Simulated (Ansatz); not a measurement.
`N=CF` at its PBE0-D4/def2-TZVP geometry, where that method's forces vanish. Charge 0, multiplicity 1.

```xyz
5

N     0.8581    0.4131    0.0729
C    -0.2904   -0.0095   -0.1387
F    -1.0600    0.5821   -1.0457
H     1.3158   -0.1419    0.7899
H    -0.8234   -0.8438    0.3216
```

Question: What forces (eV/Å) does r2SCAN-D4/def2-TZVPP give on these atoms in Ansatz? (Estimate.)

Answer: Ansatz gave: 
```
N1   0.289  0.162  0.004
C2  -0.051 -0.301  0.239
F3  -0.203  0.166 -0.248
H4  -0.003 -0.020  0.017
H5  -0.033 -0.006 -0.012
```
